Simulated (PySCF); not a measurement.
Input for PySCF: R-BP86/6-31G* on CH4 (SMILES C).

```python
from pyscf import gto, scf, dft, mp
from pyscf.data.elements import chemcore

mol = gto.M(
    atom='''
    C     0.00000000   -0.06374421    2.42054090
    H     0.00000000    1.02169396    2.34238038
    H     0.88828307   -0.46131911    1.93307194
    H    -0.88828307   -0.46131911    1.93307194
    H     0.00000000   -0.35363606    3.46945195
    ''',
    basis='6-31g*',
    cart=True,
    charge=0, spin=0, verbose=3, max_memory=1800)
mf = dft.RKS(mol, xc='b88,p86')
mf.conv_tol = 1e-8
mf.max_cycle = 100
mf.kernel()
if not mf.converged:
    mf = mf.newton().run(mf.mo_coeff, mf.mo_occ)
```

Output:

```
converged SCF energy = -40.5112462873551
```

The run converged.

Cost: about 0.8 core-seconds (a rough figure).
